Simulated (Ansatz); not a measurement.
Two isomers of C5H8O: A = `O=C1CCCC1`, B = `CC1=C(O)CC1`.

Calculated with Ansatz (gas phase, PBE0-D4/def2-TZVP geometries, no zero-point term in ΔE). CBS: MP2 limit from def2 TZ/QZ plus the TZ coupled-cluster correction, frozen cores. DFT in def2-TZVPP. B3LYP here is the variant with VWN-RPA as its local correlation; programs differ in this. One conformer a species, not always the lowest.

Q: Which is lower in electronic energy at CCSD(T)/CBS, and by how much? (An estimate is asked.)

A: The calculation gave: A, by 132.6 kJ/mol.

Q: Give E(B) − E(A) in kJ/mol with PBE0-D4, B2PLYP, r2SCAN-D4, ωB97M-V, MP2/def2-TZVPP, B3LYP-D4, CCSD(T)/def2-TZVPP. (Estimate.)

A: Computed: PBE0-D4 129.3, B2PLYP 134.2, r2SCAN-D4 135.2, ωB97M-V 136.1, MP2/def2-TZVPP 132.9, B3LYP-D4 132.4, CCSD(T)/def2-TZVPP 136.1. None reverses the order clearly.

Largest T1 diagnostic: 0.013.

In def2-TZVPP, CCSD(T) changes the Hartree–Fock value by −13.2 kJ/mol (the triples alone add −2.2 kJ/mol) and MP2 by −16.3 kJ/mol. From PBE to PBE0 (25 % exact exchange), in def2-TZVPP and without D4, E(B) − E(A) moves by +5.9 kJ/mol.
